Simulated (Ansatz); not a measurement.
hcp Ho was calculated with PBE (Ansatz, a first-principles code, plane waves, PAW).

Numerical settings: plane-wave cutoff 500 eV, 24×24×14 k mesh (along the axes of the cell as run), Fermi–Dirac smearing 0.1 eV, spin-polarised with parallel moments, scalar-relativistic PAW data made under PBE.

Cell (relaxed at this level):

```
CELL_PARAMETERS angstrom
      1.84073    -3.18824     0.00000
      1.84073     3.18824     0.00000
      0.00000     0.00000     5.92746
ATOMIC_POSITIONS crystal
  Ho 0.33333 0.66667 0.25000
  Ho 0.66667 0.33333 0.75000
```

### Question
What does this level give for the magnetic moment per atom (the cell's total over its atoms)?

### Answer

- magnetic moment per atom (the cell's total over its atoms) = 3.71 μB

Note: the 4f shell is treated without U or exact exchange, so its levels and filling can be wrong; the collinear magnetic order is the start's and need not be the measured one.

Moments are spin moments.

Spin–orbit coupling is not included.
